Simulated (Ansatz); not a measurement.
Program: Ansatz. Geometries: PBE0-D4/def2-TZVP. ΔE: electronic, gas phase. CCSD(T)/CBS is the MP2 limit (def2-TZVPP, def2-QZVPP) plus CCSD(T) − MP2 in def2-TZVPP, frozen cores. DFT in def2-TZVPP. HSE06 is defined as in plane-wave codes.

`C1=CC2(C=C1)CC2` → `CC=C1C=CC=C1`  (isomerisation)

Q: Is it downhill or uphill in electronic energy at CCSD(T)/CBS, and by how much? (Estimate.)

A: Ansatz gave: Downhill: ΔE = -46.3 kJ/mol.

Q: What do these levels give: B97M-V, HSE06-D4, BHLYP-D4, CAM-B3LYP-D4, PBE0, LC-ωPBE, HF/def2-SVP, MP2/def2-TZVPP, CCSD/def2-TZVPP, HF/def2-QZVPP, HF/CBS(def2), CCSD/CBS(def2)? (Estimate.)

A: The calculation gave: B97M-V -45.8, HSE06-D4 -36.2, BHLYP-D4 -52.0, CAM-B3LYP-D4 -46.2, PBE0 -36.2, LC-ωPBE -16.7, HF/def2-SVP -51.5, MP2/def2-TZVPP -35.4, CCSD/def2-TZVPP -42.8, HF/def2-QZVPP -58.7, HF/CBS(def2) -58.7, CCSD/CBS(def2) -44.3 kJ/mol.

Largest T1 diagnostic among the species: 0.011.

Leaving LDA and LC-ωPBE aside and taking each functional with its dispersion term where it has one, the values, not all of them listed here, spread over 34.9 kJ/mol, from BLYP-D4 to ωB97X-V. LDA lies +13.6 kJ/mol from PBE without D4. At CCSD(T), def2-SVP lies +7.0 kJ/mol from the extrapolated value and def2-TZVPP +1.5 kJ/mol. From r2SCAN to r2SCAN0 (25 % exact exchange), in def2-TZVPP and without D4, ΔE moves by +6.5 kJ/mol.
